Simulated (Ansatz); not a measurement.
**BH3N: composite energy at a relaxed geometry in Python**

The task is a composite energy at a relaxed geometry, for BH3N. SMILES: [BH]N.

Computed with the Python package of Ansatz 0.2.0. The levels of theory stand in the script.

**1. The structure**

Bond lengths: B1–N2 1.572 Å, B1–H3 1.132 Å, N2–H4 0.966 Å, N2–H5 1.037 Å. Angles: B1–N2–H4 107.6°, B1–N2–H5 108.3°, H4–N2–H5 107.9°, N2–B1–H3 117.8°.

The script holds or builds the structure itself.

**2. The script**

Input file bh3n.py:

```python
# -*- coding: utf-8 -*-
import logging
import sys
import warnings

import ansatz as az
from ase import Atoms
import numpy as np

logging.basicConfig(stream=sys.stdout, format="%(levelname)s %(message)s")
log = logging.getLogger("run")
log.setLevel(logging.INFO)

SETTINGS = {
    "basis": "def2-SVP",
    "xc": "PBE0",
}


def main():
    warnings.simplefilter("ignore", az.DeckWarning)

    atoms = Atoms(["B", "N", "H", "H", "H"], positions=[
        [0.6206, -0.3719, 0.6725],
        [-0.0912, 0.3544, -0.5259],
        [0.6064, -1.5041, 0.6884],
        [-1.0152, 0.0723, -0.531],
        [-0.0708, 1.3756, -0.3455],
    ])
    geometry = az.Crystal.molecule_from_ase(atoms)

    setup = (
        geometry.calculation()
        .basis(gaussian=SETTINGS["basis"])
        .functional(SETTINGS["xc"])
        .spin("collinear", total=1)
    )
    symbols = [site.symbol for site in geometry.cartesian_sites]
    start = np.array([site.position_ang for site in geometry.cartesian_sites], dtype=float)
    rep = setup.relax(force_tolerance=0.01, max_steps=100).run(threads=1, backend="cpu").report
    end = np.array(rep["positions_ang"])
    log.info("final positions (A) and the move of each atom")
    for symbol, xyz, old in zip(symbols, end, start):
        log.info(f"{symbol:2s} {xyz[0]:10.5f} {xyz[1]:10.5f} {xyz[2]:10.5f}   {np.linalg.norm(xyz - old):7.4f}")

    minimum = az.Crystal.molecule()
    for symbol, place in zip(symbols, end):
        minimum = minimum.atom(symbol, place.tolist())
    at_minimum = minimum.calculation().spin("collinear", total=1)
    level = lambda method, basis: at_minimum.basis(gaussian=basis).correlation(method).run(threads=1, backend="cpu").report
    small, large, cluster = level("mp2", "cc-pVDZ"), level("mp2", "cc-pVTZ"), level("ccsd_t", "cc-pVDZ")
    corr = lambda each: (each["free_energy_ev"] - each["reference_energy_ev"]) / 27.211386246
    mp2_limit = (27 * corr(large) - 8 * corr(small)) / 19
    pieces = {"HF / cc-pVTZ": large["reference_energy_ev"] / 27.211386246, "MP2 correlation, DZ-TZ limit": mp2_limit, "CCSD(T) - MP2 / cc-pVDZ": corr(cluster) - corr(small)}
    for name, value in pieces.items():
        log.info(f"{name:32s} {value:14.6f} Ha")
    log.info(f"{'sum':32s} {sum(pieces.values()):14.6f} Ha")
    print("T1 diagnostic", round(cluster["correlation"]["coupled_cluster"]["t1_diagnostic"], 4))


if __name__ == "__main__":
    main()
```

**3. The input behind the calls**

The package turns the script's settings into the engine's input (first run):

```yaml
crystal:
  periodic: [false, false, false]
  atoms:
    - { symbol: B, position_ang: [0.6206, -0.3719, 0.6725] }
    - { symbol: "N", position_ang: [-0.0912, 0.3544, -0.5259] }
    - { symbol: H, position_ang: [0.6064, -1.5041, 0.6884] }
    - { symbol: H, position_ang: [-1.0152, 0.0723, -0.531] }
    - { symbol: H, position_ang: [-0.0708, 1.3756, -0.3455] }
basis:
  gaussian:
    orbitals: def2-SVP
hamiltonian:
  xc: pbe0
magnetization:
  spin_polarized: true
  initial_magnetization: 1.0
relax:
  f_tol: 0.01
  max_steps: 100
```

**4. The run**

Launch:

```console
$ python bh3n.py
```

Standard output:

```text
INFO final positions (A) and the move of each atom
INFO B     0.70006   -0.35736    0.51679    0.1754
INFO N    -0.17193    0.40111   -0.23277    0.3076
INFO H     0.57413   -1.53659    0.74908    0.0760
INFO H    -1.01447    0.02952   -0.66445    0.1401
INFO H    -0.03799    1.38963   -0.41015    0.0738
INFO HF / cc-pVTZ                         -80.884934 Ha
INFO MP2 correlation, DZ-TZ limit          -0.320629 Ha
INFO CCSD(T) - MP2 / cc-pVDZ               -0.030954 Ha
INFO sum                                  -81.236518 Ha
T1 diagnostic 0.0155
```

It took 20 s on 1 thread of Arm Neoverse N1, shared host; peak memory 0.21 GiB.

**5. Path of the relaxation of run 0**

Step by step:

| step | E - E(step 1) (eV) | largest force component (eV/Å) |
| --- | --- | --- |
| 1 | 0.0000 | 4.4003 |
| 2 | -0.6482 | 2.8507 |
| 3 | -0.8674 | 1.9547 |
| 4 | -1.0085 | 0.7270 |
| 5 | -1.0269 | 0.2696 |
| 6 | -1.0300 | 0.1305 |
| 7 | -1.0329 | 0.0136 |
| 8 | -1.0329 | 0.0029 |

Step 1 is the start.

Before: Bond lengths: B1–N2 1.572 Å, B1–H3 1.132 Å, N2–H4 0.966 Å, N2–H5 1.037 Å. Angles: B1–N2–H4 107.6°, B1–N2–H5 108.3°, H4–N2–H5 107.9°, N2–B1–H3 117.8°.

After: Bond lengths: B1–N2 1.377 Å, B1–H3 1.208 Å, N2–H4 1.017 Å, N2–H5 1.013 Å. Angles: B1–N2–H4 123.7°, B1–N2–H5 123.3°, H4–N2–H5 113.1°, N2–B1–H3 125.2°.

Run 0 is this relaxation; the runs after it count from 1.

**6. The engine's runs**

The 3 runs, in the order started:

```tsv
run	basis	method	energy (eV)	<S²>	iterations in all	CPU time (s)
1	cc-pVDZ	mp2	-2206.8028	0.76	12	0.32
2	cc-pVTZ	mp2	-2209.0585	0.76	14	1.3
3	cc-pVDZ	ccsd_t	-2207.6451	0.76	47	2
```

**7. What came out**

| quantity | value |
| --- | --- |
| T1 diagnostic | 0.0155 |
| runs compared | 3 |

In words: All 3 runs converged (12 to 47 cycles). A T1 diagnostic under about 0.02 supports a single-reference treatment, as here. Run 0: The relaxation took 7 moves; the largest shift is 0.308 Å, of atom 2 (N). The sum leaves out core correlation, relativity, the Hartree-Fock basis error and zero-point energy; a DZ-TZ extrapolation is rough. The species is open-shell (spin multiplicity 2). Inner cores stay frozen, so this is valence correlation.
